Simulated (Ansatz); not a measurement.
**Atomization energy of HO, doublet, from cheap to dear**

Geometry (MP2(full)/6-31G*, from the G2/97 set):

```json
{"atom": "O", "x (Å)": "0.0000", "y (Å)": "0.0000", "z (Å)": "0.0000"}
{"atom": "H", "x (Å)": "0.0000", "y (Å)": "0.0000", "z (Å)": "0.9791"}
```

Measured, as an electronic atomization energy: 106.4 kcal/mol (G2/97 heats of formation of molecule and atoms, with zero-point and thermal terms from B3LYP taken off; Curtiss et al., J. Chem. Phys. 106, 1063 (1997), Staroverov et al., J. Chem. Phys. 119, 12129 (2003)). The measured value holds scalar relativity and spin–orbit coupling, which all computed ones lack, and core correlation, which the wave-function levels lack. Atoms are taken at the same level, with ROHF references for molecule and atoms in the R rows. The atoms' steps beyond CCSDT(Q) are taken from restricted open-shell runs, which share full CI's core. Ansatz 0.2.0; the 6-31G* set has Cartesian d functions; a miss is computed less measured; times are wall times on shared hosts and scatter by a factor of two or so.

| level | basis | miss (kcal/mol) | time of the run | hardware |
| --- | --- | --- | --- | --- |
| CISD | STO-3G | -32.5 | 0.06 s | 1 CPU thread |
| UHF | 6-31G* | -43.9 | 0.09 s | 1 CPU thread |
| NEVPT2 (valence space) | 6-31G | -24.8 | 0.12 s | 1 CPU thread |
| B3LYP | STO-3G | -7.7 | 0.15 s | 1 CPU thread |
| PBE0 | cc-pVDZ | -6.4 | 0.18 s | 1 CPU thread |
| RPA-PBE | STO-3G | -32.3 | 0.18 s | 1 CPU thread |
| B2PLYP | 6-31G | -18.5 | 0.18 s | 1 CPU thread |
| SPW92 | cc-pVTZ | 16.2 | 0.21 s | 1 CPU thread |
| BLYP | cc-pVDZ | -3.6 | 0.21 s | 1 CPU thread |
| B2PLYP | cc-pVDZ | -7.8 | 0.21 s | 1 CPU thread |
| B2PLYP | 6-31G* | -9.1 | 0.21 s | 1 CPU thread |
| RCCSD(T) | 6-31G | -27.8 | 0.24 s | 1 CPU thread |
| UCCSD(T) | 6-31G* | -17.2 | 0.27 s | 1 CPU thread |
| UCCSD(T) | cc-pVDZ | -12.2 | 0.3 s | 1 CPU thread |
| PBE0 | cc-pVTZ | -2.1 | 0.3 s (with forces) | 1 CPU thread |
| PBE | cc-pVTZ | 2.0 | 0.33 s | 1 CPU thread |
| CAM-B3LYP | cc-pVTZ | 0.5 | 0.34 s | 1 CPU thread |
| B2PLYP | cc-pVTZ | -1.6 | 0.36 s | 1 CPU thread |
| MRCISD+Q (valence space) | cc-pVDZ | -12.5 | 0.36 s | 1 CPU thread |
| BCCD(T) | 6-31G* | -17.2 | 0.36 s | 1 CPU thread |
| BLYP | cc-pVTZ | 1.6 | 0.39 s | 1 CPU thread |
| r2SCAN | cc-pVDZ | -3.3 | 0.42 s | 1 CPU thread |
| RPA-PBE | cc-pVTZ | -6.6 | 0.45 s | 1 CPU thread |
| wB97M-V | 6-31G* | -4.0 | 0.51 s | 1 CPU thread |
| r2SCAN | cc-pVTZ | 0.9 | 0.6 s (with forces) | 1 CPU thread |
| RCCSDTQ | STO-3G | -32.5 | 0.7 s | 1 CPU thread |
| r2SCAN | cc-pVQZ | 1.6 | 1.3 s | H100 + 5 CPU threads |
| B3LYP | cc-pVQZ | 1.3 | 1.3 s | H100 + 5 CPU threads |
| B2PLYP | cc-pVQZ | 0.0 | 1.3 s | H100 + 5 CPU threads |
| RCCSD(T) | cc-pVTZ | -3.6 | 1.4 s (with forces) | 1 CPU thread |
| NEVPT2 (valence space) | cc-pVQZ | -0.7 | 1.4 s | 1 CPU thread |
| CISDTQ | cc-pVDZ | -12.1 | 1.7 s | 1 CPU thread |
| RCCSDT(Q) | 6-31G | -27.7 | 1.8 s | 1 CPU thread |
| BCCD(T) | cc-pVQZ | -1.0 | 2.2 s | H100 + 5 CPU threads |
| UCCSD(T) | cc-pVQZ | -1.0 | 2.6 s | 1 CPU thread |
| RCCSDT(Q) | cc-pVQZ | -0.9 | 3.3 s | H100 + 5 CPU threads |
| UCCSDT(Q) | cc-pVQZ | -0.9 | 3.4 s | H100 + 5 CPU threads |
| RCCSDTQ | cc-pVDZ | -12.1 | 3.7 s | H100 + 5 CPU threads |
| CISDTQ | cc-pVTZ | -3.6 | 6 s | H100 + 5 CPU threads |
| RCCSDTQ | 6-31G* | -17.0 | 11 s | 1 CPU thread |

HF's time is that of a plain UHF run.

The smallest set from which on each level stays within 1 kcal/mol of its own cc-pVQZ value (sets in order of size: STO-3G, 6-31G, 6-31G*, cc-pVDZ, cc-pVTZ, cc-pVQZ): RHF cc-pVTZ; UHF cc-pVTZ; PBE none (cc-pVTZ is 1.0 kcal/mol off); r2SCAN cc-pVTZ; B3LYP none (cc-pVTZ is 1.0 kcal/mol off); wB97M-V none (cc-pVTZ is 1.0 kcal/mol off); B2PLYP none (cc-pVTZ is 1.6 kcal/mol off); RMP2 none (cc-pVTZ is 2.8 kcal/mol off); UMP2 none (cc-pVTZ is 2.8 kcal/mol off); RCCSD(T) none (cc-pVTZ is 2.6 kcal/mol off); UCCSD(T) none (cc-pVTZ is 2.6 kcal/mol off).
